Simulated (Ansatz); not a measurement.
This geometry of C$_{2}$H$_{7}$N$_{2}$ (11 atoms, charge 1, multiplicity 1) is a first-order saddle point.

Theory: Ansatz, RKS PBE0/def2-SVP.

```xyz
11
Properties=species:S:1:pos:R:3
C -0.658 1.567 0.111
N -0.491 0.125 0.135
C 0.572 -0.539 -0.138
N 0.539 -1.915 -0.058
H -0.949 1.912 1.113
H -1.457 1.823 -0.600
H 0.280 2.047 -0.192
H -1.299 -0.453 0.399
H 1.464 0.046 -0.426
H 0.771 -2.347 -0.958
H 1.228 -2.266 0.614
```

(1) Which two structures does it join? (They come from a converged band through this point; their orientation in space is the band's.)

(2) How far does it lie above each of them?

Answers

(1) No bond is made or broken. The dihedral N2–C3–N4–H11 goes from -180 to 0°. The two ends are copies of one structure, up to a mirror image or an exchange of like atoms.

Initial state:

```xyz
11
Properties=species:S:1:pos:R:3
C -0.674 1.546 0.102
N -0.516 0.099 0.058
C 0.624 -0.521 -0.078
N 0.794 -1.824 -0.120
H -1.124 1.845 1.059
H -1.320 1.878 -0.722
H 0.308 2.026 0.003
H -1.369 -0.453 0.140
H 1.523 0.100 -0.164
H 0.027 -2.488 -0.050
H 1.726 -2.209 -0.228
```

Final state:

```xyz
11
Properties=species:S:1:pos:R:3
C -0.674 1.546 0.102
N -0.516 0.099 0.058
C 0.624 -0.521 -0.078
N 0.793 -1.823 -0.120
H -1.123 1.845 1.059
H -1.320 1.878 -0.722
H 0.308 2.026 0.003
H -1.369 -0.453 0.140
H 1.523 0.100 -0.164
H 1.726 -2.209 -0.229
H 0.027 -2.487 -0.050
```

(2) 1.01 eV above the first and 1.01 eV above the second. This is the barrier of this one path; another mechanism may lie lower. Limits of this set-up: the dipole of an ion depends on the origin.

The run took 4.1 min on 1 thread of Intel(R) Xeon(R) Processor @ 2.50GHz (Skylake/Cascade Lake), on a shared host, peak memory 0.18 GiB.
